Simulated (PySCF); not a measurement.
Two species compared at the same levels of theory.

First species: C2H7PS.
SMILES: `C[PH](C)=S`

Second species: C₅H₁₂N (charge +1).
SMILES with atom numbers: `[CH3:1][NH2+:2][CH2:3][CH:4]1[CH2:5][CH2:6]1` (hydrogens: H7, H8, H9 on C1; H10, H11 on N2; H12, H13 on C3; H14 on C4; H15, H16 on C5; H17, H18 on C6)

Levels: CAM-B3LYP/def2-SVPD for HOMO energy, LUMO energy, HOMO–LUMO gap, static isotropic polarisability and electronic spatial extent ⟨r²⟩ about the centre of nuclear charge; TDDFT CAM-B3LYP/def2-SVPD for lowest singlet excitation; TDA CAM-B3LYP/def2-SVPD for lowest triplet excitation (Tamm–Dancoff); GFN2-xTB for rotational constant A and rotational constant C. Geometries: GFN2-xTB. Each structure is a single optimised conformer of the isolated species, non-relativistic unless stated. Electronic properties by PySCF.

Dipoles, sizes and rotational constants follow the conformer. The torsions of the flexible species, by atom-mapped SMILES:
- `[CH3:1][NH2+:2][CH2:3][CH:4]1[CH2:5][CH2:6]1`: C1–N2–C3–C4 -176°, N2–C3–C4–C5 74°

**Question.** Which of the two has the higher HOMO energy, and by how much?

**Answer.** The first: -7.79 eV against -14.13 eV, a difference of 6.34 eV.

**Question.** Which has the higher T1 energy?

**Answer.** The second: 7.57 eV against 5.41 eV, a difference of 2.16 eV.

**Question.** Which has the higher rotational constant A?

**Answer.** The second: 10.114 GHz against 6.152 GHz, a difference of 3.962 GHz.

**Question.** Which of the two has the higher HOMO–LUMO gap, and by how much?

**Answer.** The second: 10.47 eV against 8.74 eV, a difference of 1.73 eV.

**Question.** Which has the higher static isotropic polarisability?

**Answer.** The first: 72.9 au against 61.8 au, a difference of 11.1 au.

**Question.** Which has the higher ⟨r²⟩?

**Answer.** The second: 787 bohr² against 552 bohr², a difference of 235 bohr².

**Question.** Which has the higher rotational constant C?

**Answer.** The first: 2.463 GHz against 1.620 GHz, a difference of 0.843 GHz.

**Question.** Which has the higher S1 energy?

**Answer.** The second: 7.70 eV against 5.83 eV, a difference of 1.87 eV.

On the first: The principal polarisabilities are 61.6, 71.3 and 85.7 au; their mean is the isotropic value. S1 lies 2.91 eV below the HOMO–LUMO gap.

On the second: The polarisability is 9.16 Å³ as a volume (1 au = 0.148185 Å³), or 1.29 au for each of the 48 electrons. The 8 singlets span 7.70 to 9.42 eV, and their oscillator strengths add up to 0.11.
